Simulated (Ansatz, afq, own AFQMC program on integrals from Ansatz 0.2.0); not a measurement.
**AFQMC, coupled cluster and functionals along a coordinate of HfH, quartet**

```xyz
2

Hf    0.0000    0.0000    0.0000
H     0.0000    0.0000    1.4880
```

The Hf1–H2 distance is changed with both sides rigid. Energies in mEh count from this geometry (1.488 Å) at the same level; the start stands on UHF, each point on the determinant named.

Basis def2-TZVP with its core potentials. Only valence electrons are correlated. Ansatz 0.2.0 and our own AFQMC program on the same integrals; the CISD trial comes from CCSD amplitudes, and released means the phaseless constraint is let go. Error bars are statistical, one sigma. No spin–orbit coupling. The metal's outer-core s and p shells are frozen, which shifts wave-function levels against functionals.

Cautions, each for one point or more: CCSDTQ on the ROHF determinant differs, by its state or its frozen core; lower spins were not checked; no spin-orbit coupling; outer-core shells of the metal frozen; strong correlation; unrestricted determinant spin contaminated.

```json
{"r(Hf1–H2) / Å": "2.304", "det.": "UHF", "T1": "0.035", "weight": "0.93", "⟨S²⟩": "3.76", "CCSD(T)": "-31.2", "ph-AFQMC/CISD": "-31.3 ± 0.06", "FCI": "-31.5", "CCSDT(Q)": "-31.5", "B2PLYP": "-25.0", "wB97M-V": "-23.2"}
{"r(Hf1–H2) / Å": "2.997", "det.": "UHF", "T1": "0.055", "weight": "0.87", "⟨S²⟩": "3.94", "CCSD(T)": "9.0", "ph-AFQMC/CISD": "9.1 ± 0.07", "FCI": "8.1", "CCSDT(Q)": "8.1", "B2PLYP": "15.8", "wB97M-V": "19.1"}
{"r(Hf1–H2) / Å": "4.091", "det.": "UHF", "T1": "0.025", "weight": "0.90", "⟨S²⟩": "3.78", "CCSD(T)": "19.2", "ph-AFQMC/CISD": "19.3 ± 0.1", "FCI": "18.5", "CCSDT(Q)": "18.5", "B2PLYP": "28.5", "wB97M-V": "30.8"}
{"r(Hf1–H2) / Å": "6.457", "det.": "UHF", "T1": "0.019", "weight": "0.91", "⟨S²⟩": "3.76", "CCSD(T)": "19.4", "ph-AFQMC/CISD": "19.4 ± 0.06", "FCI": "18.8", "CCSDT(Q)": "18.8", "B2PLYP": "29.1", "wB97M-V": "30.9"}
```

Weight is that of the determinant in the CISD state; at the start T1 is 0.030 and the weight 0.95, and ⟨S²⟩ is 3.76. Symmetry can't show for every point that it stays on the start's state. Largest departures from full CI: CCSD(T) 0.9 mEh at 2.997 (on UHF), ph-AFQMC/CISD 0.9 mEh at 2.997 (on UHF), CCSDT(Q) 0.0 mEh at 2.997 (on UHF). The functionals aren't scored here. In total energy ph-AFQMC/CISD lies 15.2 ± 0.9 meV above full CI at the start, so its agreement along the curve rests in part on cancellation.

Some points may be missing: those where a free walk finds a much lower state, and past Zn most of those on another determinant than at the start.

CCSDT and higher add their correlation energy to the determinant of the CCSD(T) run, since their own runs factorise the integrals more tightly (a shift of under 2 meV).
